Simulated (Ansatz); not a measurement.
# SiHCl: one species, many methods

Aim: compute SiHCl with functionals from several rungs and with coupled cluster. The yardstick is the atomisation energy at the CCSD(T) limit.

Method: functionals in def2-TZVPP, the program's frozen cores in correlated methods; program: Ansatz 0.2.0, Gaussian basis.

Plan: LDA (SPW92), PBE-D4, revPBE-D4, BLYP-D4, r2SCAN-D4, B97M-V, PBE0-D4, B3LYP-D4, r2SCANh-D4, r2SCAN0-D4, HSE06-D4, BHLYP-D4, CAM-B3LYP-D4, LC-ωPBE, ωB97X-V, ωB97M-V, B2PLYP, PBE-QIDH; CCSD(T)/def2-SVP; CCSD(T)/def2-TZVPP; CCSD(T)/def2-QZVPP; extrapolation to the limit; RPA on PBE.

## (1) The geometry

The geometry comes from an earlier relaxation with PBE0-D4 in a triple-zeta def2 set; it is a stationary point.

3 atoms, charge 0, spin multiplicity 1.

Atoms are counted from 1 here; the program's logs count them from 0.

Bond lengths: Si1–Cl2 2.077 Å, Si1–H3 1.529 Å. Angles: Cl2–Si1–H3 94.7°.

Geometry (Å):

```mol
ClHSi
  3D, bonds by distance, orders not assigned

  3  2  0  0  0  0  0  0  0  0999 V2000
   -0.5459    0.5505   -0.2495 Si  0  0
    1.2701    0.3308    0.7349 Cl  0  0
   -0.7352   -0.9461   -0.4987 H   0  0
  1  2  8  0
  1  3  8  0
M  END
```

## (2) LDA

This LDA is Slater exchange with PW92 correlation.

in.yaml reads:

```yaml
crystal:
  periodic: [false, false, false]
  atoms:
    - {symbol: Si, position_ang: [-0.545882, 0.550550, -0.249467]}
    - {symbol: Cl, position_ang: [1.270126, 0.330783, 0.734855]}
    - {symbol: H, position_ang: [-0.735245, -0.946133, -0.498688]}
basis:
  gaussian: {orbitals: def2-TZVPP}
hamiltonian: {xc: lda}
output: {orbitals: {seedname: orbitals}}
```

Started as:

```bash
> ansatz run in.yaml --threads 2 --pin off --events-out ev --progress --plain --max-ram 32768MiB --backend cpu
```

After this run come: PBE-D4 (GGA); revPBE-D4 (GGA); BLYP-D4 (GGA); r2SCAN-D4 (meta-GGA); B97M-V (meta-GGA); B3LYP-D4 (hybrid); r2SCANh-D4 (hybrid); r2SCAN0-D4 (hybrid); HSE06-D4 (hybrid); BHLYP-D4 (hybrid); CAM-B3LYP-D4 (range-separated); LC-ωPBE (range-separated); ωB97X-V (range-separated); ωB97M-V (range-separated); B2PLYP (double hybrid); PBE-QIDH (double hybrid); CCSD(T) in def2-SVP; CCSD(T) in def2-TZVPP; CCSD(T) in def2-QZVPP; RPA on PBE orbitals.

Before running them: what should the planned runs give, taken together? Wanted: atomisation energy, CCSD(T)/CBS; farthest beyond LDA; mean size of error, GGA; mean size of error, meta-GGA; mean size of error, hybrid; mean size of error, range-separated; mean size of error, double hybrid; gap, smallest and largest; T1 diagnostic.

**Answer**, as computed:

| quantity | value |
| --- | --- |
| atomisation energy, CCSD(T)/CBS | 179.6 kcal/mol |
| functionals within 0.9 kcal/mol (0.5 %) | PBE-D4, ωB97X-V |
| farthest beyond LDA | LC-ωPBE (-8.2 kcal/mol) |
| mean size of error, GGA | 1.8 kcal/mol |
| mean size of error, meta-GGA | 3.1 kcal/mol |
| mean size of error, hybrid | 4.2 kcal/mol |
| mean size of error, range-separated | 3.5 kcal/mol |
| mean size of error, double hybrid | 4.6 kcal/mol |
| gap, smallest and largest | 1.96 eV (LDA (SPW92)), 8.82 eV (LC-ωPBE) |
| T1 diagnostic | 0.0134 |
| triples share of the correlation energy | 4.0 % |

LDA overbinds by 22.8 kcal/mol (13 %). PBE-D4 misses by +0.1 kcal/mol. Double hybrids carry the basis error of their MP2 part in triple zeta, and no dispersion term here, so their miss is partly the set-up's. By mean error the best rung here is GGA (1.8 kcal/mol) and the worst beyond LDA is double hybrid (4.6 kcal/mol). Misses under about 0.9 kcal/mol are within the doubt on the reference itself, which lacks core-valence correlation, relativity and higher excitations. Hartree-Fock recovers 70 % of the binding; the rest is correlation. CCSD(T) in def2-SVP is off by -19.0 kcal/mol, more than most functionals: a good method in a small basis is no reference. Orbital gaps span 2.0 to 8.8 eV; exact exchange widens them. The restricted reference is unstable towards a spin-broken one.
